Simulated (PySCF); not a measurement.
All of these have the formula C5H10. Method: PySCF 2.14.0, density-fitted response routines, TDDFT CAM-B3LYP/aug-cc-pVTZ, vertical, gas phase, core orbitals frozen in the response. Geometries: PBE0-D3(BJ)/def2-TZVP; one conformer of each isolated species. Triplets are in the Tamm–Dancoff approximation.

A. `CC(C)=CC` (2-methyl-2-butene)
B. `C1CCCC1` (cyclopentane)
C. `CC/C=C/C` (trans-2-pentene)
D. `CCC(=C)C` (2-methyl-1-butene)

Lowest singlet levels (six at most, fewer where fewer were computed) with oscillator strengths:

1. 7.86 eV (f 0.000); 8.15 eV (f 0.000); 8.36 eV (f 0.003); 8.45 eV (f 0.000); 8.51 eV (f 0.003); 8.60 eV (f 0.023); T1 7.70 eV
2. 5.77 eV (f 0.000); 6.43 eV (f 0.002); 6.44 eV (f 0.004); 6.49 eV (f 0.110); 7.03 eV (f 0.270); 7.10 eV (f 0.003); T1 4.34 eV
3. 6.22 eV (f 0.012); 6.53 eV (f 0.000); 6.72 eV (f 0.060); 6.85 eV (f 0.084); 7.00 eV (f 0.213); 7.45 eV (f 0.013); T1 4.39 eV
4. 6.25 eV (f 0.027); 6.67 eV (f 0.205); 6.89 eV (f 0.009); 6.97 eV (f 0.007); 7.36 eV (f 0.133); 7.55 eV (f 0.008); T1 4.37 eV

**Question.** Match each spectrum to its molecule.

**Answer.** 1 = B, 2 = A, 3 = C, 4 = D.
- A: S1 at 5.77 eV, HOMO→LUMO (86%); Löwdin shares by element: HOMO carbon 77% or more (atoms not listed hold the other 23%); LUMO hydrogen 43% or more (atoms not listed hold the other 57%); HOMO -7.91 and LUMO 0.27 eV; point group Cs, 1 of its 6 listed states under f = 0.0005.
- B: S1 at 7.86 eV, HOMO→LUMO (80%); Löwdin shares by element: HOMO carbon 54% or more, hydrogen 8% or more (atoms not listed hold the other 39%); LUMO hydrogen 39% or more (atoms not listed hold the other 61%); HOMO -10.14 and LUMO 0.28 eV.
- C: S1 at 6.22 eV, HOMO→LUMO (80%); Löwdin shares by element: HOMO carbon 80% or more (atoms not listed hold the other 20%); LUMO hydrogen 43% or more (atoms not listed hold the other 57%); HOMO -8.24 and LUMO 0.33 eV.
- D: S1 at 6.25 eV, HOMO→LUMO (77%); Löwdin shares by element: HOMO carbon 80% or more (atoms not listed hold the other 20%); LUMO hydrogen 46% or more (atoms not listed hold the other 54%); HOMO -8.37 and LUMO 0.26 eV.
C and D have S1 within 0.03 eV of each other; their strongest listed levels stand at 7.00 eV (f 0.213) and 6.67 eV (f 0.205).

Without π bonds the low states are Rydberg-like; a valence basis with one diffuse set may place them up to an eV too high.
